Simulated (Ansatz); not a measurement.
## High-frequency dielectric constant of some solids

Method: PBE-D3(BJ) (plane waves, PAW; Ansatz, a quantum-chemistry and plane-wave program). References are measured values at room or unstated temperature, uncorrected unless marked, so that the deviations hold thermal and zero-point effects besides the level's error.

```tsv
solid	reference	PBE-D3(BJ)	deviation (%)
3C-SiC	6.52	6.94	+6.4
zinc-blende AlP	7.54	8.07	+7.0
diamond-structure Si	11.8	12.9	+9.3
rock-salt MgO	2.96¶	3.20	+8.1
zinc-blende GaN (metastable phase)	5.3	6.01	+13.4
wurtzite AlN	4.18	4.51	+7.9
diamond	5.7	?	?
cubic BN	4.5	4.60	+2.2
```

Question: Estimate the withheld PBE-D3(BJ) value.

Answer: The deviations of the other rows run from +2.2 % to +13.4 %, with a median of +7.9 %; carried to the reference 5.70 it gives 6.15. The run gives 5.83 (+2.3 %), -5.2 % from the estimate; the row was drawn at random, and such an estimate is rough. Over these 8 solids the mean deviation is +7.1 %, the mean absolute deviation 7.1 % (median 7.5 %), and the worst case zinc-blende GaN (metastable phase) at +13.4 %; the value is above the reference in 8 of 8 cases.

¶ marks references of a special kind: rock-salt MgO, 2.96 (measured, 296 K, copied from a table, unchecked, long-wavelength limit of the electronic terms of a dispersion formula fitted to measured refractive indices over 0.36-5.4 um; lattice terms left out; as tabulated in doi:10.6028/jres.049.025 ).

Differences are worked out from the printed values.

Each level is taken at its own relaxed cell. Ansatz's density-functional and Hartree–Fock values are scalar-relativistic unless marked +SOC, with PAW data made under PBE.

Not in this set, of the solids of all kinds but layered and molecular ones with a reference value in our tables and a result at some level: 51 for no value at PBE-D3(BJ) (not run, a failed fit, an unstable or unbound cell, or a value held back for tests); 1 for a high-temperature or high-pressure phase; 1 for a structure that the level left (PBE-D3(BJ)); 1 for a run that ended without the magnetic order (PBE-D3(BJ)). These can be a level's best or worst cases. At least 9 more with a reference value are held back for tests. Solids without a released value at any level aren't counted. The metals Ce to Yb are counted apart.

References as tabulated in Skone et al. (2014), arXiv:1501.03184; Skelton et al. (2020), arXiv:2005.00277; doi:10.6028/jres.049.025 .
